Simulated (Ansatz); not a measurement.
Pyrite PtSb2, treated with PBEsol in Ansatz (PAW).

Settings: plane-wave cutoff 520 eV, 6×6×6 k mesh, Fermi–Dirac smearing 0.01 eV, scalar-relativistic PAW data made under PBE.

Cell (relaxed at this level):

```
PtSb2
1.0
    6.46292     0.00000     0.00000
    0.00000     6.46292     0.00000
    0.00000     0.00000     6.46292
Sb Pt
8 4
Direct
  0.62538   0.87462   0.12538
  0.12538   0.62538   0.87462
  0.62538   0.62538   0.62538
  0.37462   0.37462   0.37462
  0.87462   0.12538   0.62538
  0.87462   0.37462   0.12538
  0.12538   0.87462   0.37462
  0.37462   0.12538   0.87462
  0.00000   0.50000   0.50000
  0.50000   0.00000   0.50000
  0.00000   0.00000   0.00000
  0.50000   0.50000   0.00000
```

### Question
Give the computed bulk modulus.

### Answer

* **bulk modulus**: 120 GPa

The run finds no gap.

Note: the gap of the solid is closed in this run; this level leaves the solid without a gap, although one is measured; the bulk modulus comes from volumes at which shape and atoms were relaxed.

Spin–orbit coupling is not included; it can open a gap where bands touch, and shift volumes and moduli.

Cost on a shared machine: very roughly 22 core-minutes.

Ansatz is a first-principles code.
